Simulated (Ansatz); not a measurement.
Reaction (isomerisation): `F[C@H]1C[C@@H]1F` → `FC1(F)CC1`

Computed with Ansatz on PBE0-D4/def2-TZVP structures; ΔE is electronic, products minus reactants. CCSD(T)/CBS is the MP2 limit (def2-TZVPP, def2-QZVPP) plus CCSD(T) − MP2 in def2-TZVPP, frozen cores. This one scheme is used for every species.

```json
{"species": "`F[C@H]1C[C@@H]1F`", "SCS-MP2/def2-QZVPP energy (Eh)": "-315.95707"}
{"species": "`FC1(F)CC1`", "SCS-MP2/def2-QZVPP energy (Eh)": "-315.96912"}
```

Question: Work out ΔE.

Answer: ΔE = (-315.96912) − (-315.95707) = -0.01205 Eh = -7.6 kcal/mol. CCSD(T)/CBS gives -7.7 kcal/mol.

Question: What do rigid-rotor, harmonic-oscillator terms from PBE0-D4/def2-TZVP frequencies (298.15 K, 1 bar) make of the CCSD(T)/CBS value? (An estimate is asked.)

Answer: Ansatz gave: ΔZPE = -0.1 kcal/mol, ΔH = -7.9 kcal/mol, ΔS = -4 J/(mol·K), ΔG = -7.6 kcal/mol.

Largest T1 diagnostic among the species: 0.011.

From BLYP to BHLYP (50 % exact exchange), in def2-TZVPP and without D4, ΔE moves by −0.9 kcal/mol. Leaving LDA and LC-ωPBE aside and taking each functional with its dispersion term where it has one, the values, not all of them listed here, spread over 1.8 kcal/mol, from r2SCAN0-D4 to BLYP-D4. LDA lies −1.2 kcal/mol from PBE without D4. At CCSD(T), def2-SVP lies −1.4 kcal/mol from the extrapolated value and def2-TZVPP −0.3 kcal/mol.
